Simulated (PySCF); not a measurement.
# HNO (nitroxyl): r2SCAN/STO-6G

What is the vertical ionisation energy of HNO (nitroxyl) at r2SCAN/STO-6G? The job is set up through a Python script.

Program for the calculation: PySCF 2.14.0.

10 further runs of the same task are left out: 1 that didn't finish, 9 set aside as unsound or not needed.

## Step 1: Starting point

HNO has 3 atoms, charge 0, and is taken as a singlet. As SMILES, `N=O`. The coordinates come from a PBE0-D4/def2-TZVP relaxation.

Bond lengths: N1–O2 1.190 Å, N1–H3 1.063 Å. Angles: O2–N1–H3 108.9°.

## Step 2: The energy at r2SCAN/STO-6G

File job.py:

```python
from pyscf import gto, dft

mol = gto.M(
    atom='''
N       -0.283700       0.312790      -0.117160
O        0.755300       0.397200       0.456500
H       -0.471600      -0.709980      -0.339350
''',
    basis='sto-6g',
    charge=0,
    spin=0,
    verbose=3,
    max_memory=1860,
)

myscf = dft.RKS(mol, xc='r2scan')
myscf.grids.level = 5
myscf.conv_tol = 1e-10
myscf.kernel()
if not myscf.converged:
    myscf = myscf.newton().run(myscf.mo_coeff, myscf.mo_occ)

etot = myscf.e_tot
print('Final energy', etot)
```

The run is started by

```
$ OMP_NUM_THREADS=1 python job.py
```

The program printed:

```text
converged SCF energy = -129.896951409933
Final energy -129.89695140993265
```

Run time: 2 s. Hardware: 1 thread of Arm Neoverse V1, shared host; peak memory 0.16 GiB.

## Step 3: The doublet cation

File calc.py:

```python
from pyscf import gto, dft

mol = gto.Mole()
mol.atom = '''
N       -0.283700       0.312790      -0.117160
O        0.755300       0.397200       0.456500
H       -0.471600      -0.709980      -0.339350
'''
mol.charge = 1
mol.max_memory = 1860
mol.verbose = 3
mol.spin = 1
mol.basis = 'sto-6g'
mol.build()

myscf = dft.UKS(mol, xc='r2scan')
myscf.conv_tol = 1e-10
myscf.grids.level = 5
myscf.kernel()
if not myscf.converged:
    myscf = myscf.newton().run(myscf.mo_coeff, myscf.mo_occ)

e_tot = myscf.e_tot
print(f'total energy: {e_tot:.8f} hartree')
```

The run is started by

```
$ OMP_NUM_THREADS=1 python calc.py
```

The program printed:

```text
WARN: HOMO -0.185703778583662 >= LUMO -0.185703778583664

converged SCF energy = -129.578509045493  <S^2> = 0.75250412  2S+1 = 2.0025026
total energy: -129.57850905 hartree
```

Run time: 3.6 s. Hardware: 1 thread of Arm Neoverse V1, shared host; peak memory 0.17 GiB.

## Step 4: Summary of results

At r2SCAN/STO-6G:

| quantity | value |
| --- | --- |
| singlet HNO: total energy | -129.89695 Eh |
| singlet HNO: dipole moment | 1.28 D |
| singlet HNO: HOMO energy | -2.51 eV |
| singlet HNO: LUMO energy | -1.06 eV |
| singlet HNO: HOMO–LUMO gap | 1.45 eV |
| doublet cation: total energy | -129.57851 Eh |
| doublet cation: HOMO energy (highest over α and β) | -17.30 eV |
| doublet cation: LUMO energy (lowest over α and β) | -14.69 eV |
| doublet cation: ⟨S²⟩ | 0.753 |
| vertical ionisation energy (to the doublet cation) | 8.665 eV |

In words: The vertical ionisation energy comes to 8.67 eV (200 kcal/mol). The negative HOMO energy of the first species, 2.51 eV, lies 6.16 eV below that difference. In a minimal basis such a difference can be off by several eV, whatever the method.
